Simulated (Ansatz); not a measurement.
`BCS`, charge 0, multiplicity 1.

(1) Give a relaxed structure at PBE0-D4/def2-TZVP (the Gaussian-basis code of Ansatz). (An estimate is asked.)

Answers

(1) Computed: 
Cartesian coordinates in Å:
```
B -0.075 -0.973 0.371
C -0.086 0.574 0.309
S 0.488 1.404 -1.195
H 0.118 -1.652 -0.596
H -0.312 -1.501 1.419
H 0.464 0.986 1.162
H -1.136 0.849 0.506
H 0.539 0.313 -1.975
```
